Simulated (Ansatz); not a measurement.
**Ti2Co: experiment and calculation**

**The experiment to reproduce.**

“Group-9 Transition Metal Suboxides Adopting the Filled-Ti2Ni Structure: A Class of Superconductors Exhibiting Exceptionally High Upper Critical Fields”, 2021, arxiv:2111.12452 reports, for a bulk crystal of Ti2Co: lattice constant a 11.2865 ± 0.0005 Å.

The runs below are set against these values where they give the same quantity.

Theory: DFT PBEsol, scalar-relativistic, plane waves, PAW in Ansatz.

Cutoff 420 eV; k points 10×10×10 on the computed 6-atom cell (Γ-centred); Gaussian smearing, width 0.10 eV; collinear spin from starting moments 0 0 0 0 1.11 1.11 μB.

Relaxed structure, symmetry kept:

```cif
data_structure
_symmetry_space_group_name_H-M 'Fd-3m:1'
_symmetry_Int_Tables_number 227
_cell_length_a 6.9790
_cell_length_b 6.9790
_cell_length_c 6.9790
_cell_angle_alpha 90.000
_cell_angle_beta 90.000
_cell_angle_gamma 90.000
_cell_volume 339.93
loop_
_atom_site_label
_atom_site_type_symbol
_atom_site_symmetry_multiplicity
_atom_site_Wyckoff_symbol
_atom_site_fract_x
_atom_site_fract_y
_atom_site_fract_z
_atom_site_occupancy
Ti1 Ti 16 d 0.12500 0.62500 0.12500 1
Co1 Co 8 a 0.50000 0.00000 0.50000 1
```

| Item | Value |
| --- | --- |
| Space group | Fd-3m (No. 227) |
| Volume per atom | 14.16 Å³ |
| Formation energy from the elements' standard states (uncorrected) | +0.433 eV/atom |
| Kohn–Sham band gap | none (metal) |
| Density of states at the Fermi level | 12.35 states/eV per cell |
| Löwdin character within 0.5 eV of the Fermi level | Ti 3d 59 %, Co 3d 35 % |
| Bulk modulus | 115 GPa |
| Its pressure derivative | 4.4 |
| Bader charges (e) | Ti (4 in the cell) 0.46, Co (2 in the cell) -0.91 |
| Total moment | 1.86 μB per cell |
| Site moments (μB; atoms counted from 1 over the whole cell) | Co (atom 5) 1.01, Co (atom 6) 1.01 |

Only this magnetic start was tried.

Measured lattice constant a of Ti2Co: 11.2865 Å (the paper above). This calculation gives 6.979 Å (-38.2 %). So large a difference can come from the functional (as between layers that it hardly binds), but also from another choice of axes, another phase or a misread value. The calculation is for 0 K without zero-point motion.